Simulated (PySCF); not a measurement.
Compound: C3H2FO (doublet state).
Z-matrix (Å and degrees, GFN2-xTB geometry), rows numbered from 1:
```
O 
C   1  1.2122
C   2  1.3822  1  131.52
C   3  1.2940  2  158.25  1   117.89
F   4  1.3510  3  125.03  2    -4.37
H   2  1.1202  1  119.69  3  -179.15
H   4  1.0852  3  123.84  2   176.71
```

The hyperfine couplings belong to this conformer and change with its torsions.

As a line formula: `O=C/[C]=C\F` [radical].

Theory: UKS B3LYP, pcH-1 on C F H O, non-relativistic, mean-field spin-orbit, GIAO in PySCF 2.14.0. Geometry: GFN2-xTB, one conformer, isolated molecule. A GFN2-xTB geometry isn't a minimum of the functional, and hyperfine couplings can be far from their values at a DFT geometry. The frame is twisted about the C2–C3 bond at this geometry (dihedral H6–C2–C3–C4 = -63°); couplings at other torsion angles weren't computed. Stability of the SCF solution: not tested.

(1) The isotropic 13C couplings are +110.4, -39.7, -5.2 MHz. Assign them to C2; C3; C4.

(2) Match the computed a_iso(1H) values +73.0, +62.4 MHz with the sites H6; H7.

Answers

(1) 
| site | a_iso (MHz) | ρ(0) (bohr⁻³) | position | distance from C3 (Å) | spin population | largest \|T\| (MHz) |
| --- | --- | --- | --- | --- | --- | --- |
| C2 | -39.7 | -0.0353 | 1 bond from C3 | 1.38 | -0.12 | 20.2 |
| C3 | +110.4 | +0.0982 | largest spin population | 0.00 | +0.82 | 124.9 |
| C4 | -5.2 | -0.0046 | 1 bond from C3 | 1.29 | -0.08 | 12.9 |

(2) 
```tsv
site	a_iso (MHz)	ρ(0) (bohr⁻³)	position	distance from C3 (Å)	bound to	spin population there	largest |T| (MHz)
H6	+62.4	+0.0140	2 bonds from C3, on C2 of spin population -0.12	2.04	C2	-0.12	8.3
H7	+73.0	+0.0163	2 bonds from C3	2.10	C4	-0.08	7.5
```

ρ(0) is the spin density at the nucleus and T the dipolar tensor. The Mulliken spin populations are largest on C3 (+0.82), O1 (+0.28), C2 (-0.12) and C4 (-0.08). The positive populations add up to 1.20 and the negative ones to -0.20, together 2S = 1.
